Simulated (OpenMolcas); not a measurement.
How basis sets differ on C2H3F (SMILES C=CF)

The species is C2H3F (6 atoms), meant as a singlet with charge 0. SMILES: `C=CF`. The shape is that of a PBE0-D4/def2-TZVP optimisation.

Quantity: the dipole moment, in D. The values are calculated.

**The experiment to reproduce.** NIST CCCBDB gives the dipole moment of the gas as 1.43 D.

```json
{"level": "mPW1PW91/def2-SVP", "kind": "global hybrid", "program": "OpenMolcas", "value (D)": "1.32", "computed − measured": "-0.11", "CPU time": "4.2 s"}
{"level": "mPW1PW91/def2-SVPD", "kind": "global hybrid", "program": "OpenMolcas", "value (D)": "1.41", "computed − measured": "-0.02", "CPU time": "8.2 s"}
{"level": "mPW1PW91/def2-TZVP", "kind": "global hybrid", "program": "OpenMolcas", "value (D)": "1.34", "computed − measured": "-0.09", "CPU time": "15 s"}
{"level": "mPW1PW91/def2-TZVPD", "kind": "global hybrid", "program": "OpenMolcas", "value (D)": "1.34", "computed − measured": "-0.09", "CPU time": "31 s"}
{"level": "mPW1PW91/def2-TZVPPD (RICD fitting)", "kind": "global hybrid", "program": "OpenMolcas", "value (D)": "1.34", "computed − measured": "-0.09", "CPU time": "20 s"}
```

Nearest: mPW1PW91/def2-SVPD (-0.02 D); farthest: mPW1PW91/def2-SVP (-0.11 D). The measured dipole is a vibrational average, so differences of a few hundredths of a debye mean little. Times are those of the runs behind each value, whatever else they computed, on shared processors of several kinds: orders of magnitude only.
